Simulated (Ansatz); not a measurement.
# The cluster ZrTe2− (doublet): a short trajectory

Aim: follow the cluster ZrTe2− (doublet) for 15 steps at constant energy (1500 K) and see how far bonds stretch and how energy moves between motion and potential.

Computed with Ansatz 0.2.0, Gaussian basis. Level: BLYP/def2-SVP.

6 further runs of the same task are left out: 6 set aside as unsound or not needed.

## (1) The geometry

The geometry comes from an earlier relaxation with r2SCAN-D4 in a triple-zeta def2 set; it is a stationary point. Zr, Te take the def2 core potential; no spin-orbit term is included.

3 atoms, charge -1, spin multiplicity 2.

Atoms are counted from 1 here; the program's logs count them from 0.

Bond lengths: Zr1–Te2 2.613 Å, Zr1–Te3 2.613 Å. Angles: Te2–Zr1–Te3 117.7°.

## (2) Dynamics

Contents of in.yaml:

```yaml
crystal:
  periodic: [false, false, false]
  atoms:
    - {symbol: Zr, position_ang: [0.715620, 0.103328, 0.537601]}
    - {symbol: Te, position_ang: [-1.171527, -1.609190, 1.113732]}
    - {symbol: Te, position_ang: [0.455917, 1.505872, -1.651324]}
basis:
  gaussian: {orbitals: def2-SVP}
total_charge: -1
magnetization: {spin_polarized: true, initial_magnetization: 1}
hamiltonian: {xc: {name: BLYP}}
md: {timestep: 1 fs, n_steps: 15, ensemble: nve, temperature: 1500, initial_velocities: maxwell_boltzmann, seed: 417}
scf: {omitted_lower_state_checks: [starts]}
```

Launch:

```sh
> ansatz run in.yaml --threads 4 --pin off --events-out ev --progress --plain --max-ram 3916MiB
```

The log of the run, shortened:

```text
Functional definition: BLYP
  name "BLYP"
  cite "Becke, Phys. Rev. A 38, 3098 (1988) doi:10.1103/PhysRevA.38.3098"
  cite "Lee, Yang & Parr, Phys. Rev. B 37, 785 (1988) doi:10.1103/PhysRevB.37.785"
[...]
918 factors; their error is unknown
[...]
mean field -15866.31765667 eV, -583.0764193064 hartree, gradient 2.1e-5 eV, S^2 0.756943; 0 other end points of the search recorded, 0 dependent functions left out
[...]
reference -15866.31793481 eV, -583.0764295277 hartree; 31, 30 occupied and 52, 53 virtual orbitals, 918 factors
md step     0: t =     0.00 fs  T =  1500.0 K  F+E_penalty+E_count = -15866.31765667 eV  E_kin = 0.193890 eV  conserved = -15866.12376668 eV  (32 SCF iters)
[...]
md step     4: t =     4.00 fs  T =  1538.5 K  F+E_penalty+E_count = -15866.32262321 eV  E_kin = 0.198865 eV  conserved = -15866.12375853 eV  (38 SCF iters)
[...]
md step     8: t =     8.00 fs  T =  1478.4 K  F+E_penalty+E_count = -15866.31484229 eV  E_kin = 0.191099 eV  conserved = -15866.12374377 eV  (40 SCF iters)
[...]
md step    12: t =    12.00 fs  T =  1344.1 K  F+E_penalty+E_count = -15866.29746763 eV  E_kin = 0.173741 eV  conserved = -15866.12372688 eV  (40 SCF iters)
[...]
md step    14: t =    14.00 fs  T =  1258.5 K  F+E_penalty+E_count = -15866.28639800 eV  E_kin = 0.162679 eV  conserved = -15866.12371857 eV  (40 SCF iters)
[...]
md step    15: t =    15.00 fs  T =  1212.8 K  F+E_penalty+E_count = -15866.28048521 eV  E_kin = 0.156771 eV  conserved = -15866.12371460 eV  (18 SCF iters)
Total energy: -15866.28076522 eV, -583.0750635704 hartree
Atom 0 at     0.757821     0.145397     0.519494 Å, force    -0.513725    -0.921191     0.786818 eV/Å
Atom 1 at    -1.208450    -1.649088     1.133853 Å, force     0.583133     0.520395    -0.165873 eV/Å
Atom 2 at     0.462671     1.515695    -1.658500 Å, force    -0.069408     0.400796    -0.620944 eV/Å
Dipole moment:     0.397337     0.133443     0.193166 e Å
Checks for a lower state left out: starts
```

It took 25 s on 4 threads of Arm Neoverse V2, shared host.

## (3) The trajectory

Step by step, with energies from the first frame:

| time (fs) | T (K) | potential (meV) | conserved (meV) | Zr1–Te2 (Å) |
| --- | --- | --- | --- | --- |
| 0.0 | 1500 | 0.0 | 0.00 | 2.613 |
| 1.0 | 1520 | -2.6 | 0.00 | 2.621 |
| 2.0 | 1533 | -4.2 | 0.00 | 2.629 |
| 3.0 | 1539 | -5.0 | 0.01 | 2.637 |
| 4.0 | 1538 | -5.0 | 0.01 | 2.646 |
| 5.0 | 1532 | -4.1 | 0.01 | 2.654 |
| 6.0 | 1519 | -2.5 | 0.01 | 2.662 |
| 7.0 | 1501 | -0.2 | 0.02 | 2.670 |
| 8.0 | 1478 | 2.8 | 0.02 | 2.678 |
| 9.0 | 1451 | 6.4 | 0.03 | 2.686 |
| 10.0 | 1419 | 10.5 | 0.03 | 2.694 |
| 11.0 | 1383 | 15.2 | 0.04 | 2.702 |
| 12.0 | 1344 | 20.2 | 0.04 | 2.710 |
| 13.0 | 1302 | 25.6 | 0.04 | 2.717 |
| 14.0 | 1259 | 31.3 | 0.05 | 2.725 |
| 15.0 | 1213 | 37.2 | 0.05 | 2.732 |

Positions (Å) and forces (eV/Å) at 15.0 fs:

```xyz
3

Zr    0.758    0.145    0.519   -0.514   -0.921    0.787
Te   -1.208   -1.649    1.134    0.583    0.520   -0.166
Te    0.463    1.516   -1.659   -0.069    0.401   -0.621
```

## (4) Outcome

```
                              quantity                             value
                                length                15 steps of 1.0 fs
     temperature, first and last frame                      1500, 1213 K
              temperature, second half  mean 1356 K, from 1213 to 1478 K
                swing of the potential                            42 meV
largest change of the conserved energy                          0.05 meV
                      range of Zr1–Te2                  2.613 to 2.732 Å
```

What this shows: The temperature starts at 1500 K and ranges from 1213 to 1539 K; in so small a system it swings widely. The conserved energy moves by 0.05 meV, 0.1 % of the potential's swing, so the step is short enough for this stretch. Zr1–Te2 swings most, by 0.12 Å; no bond breaks. A run of 15 fs gives no averages.
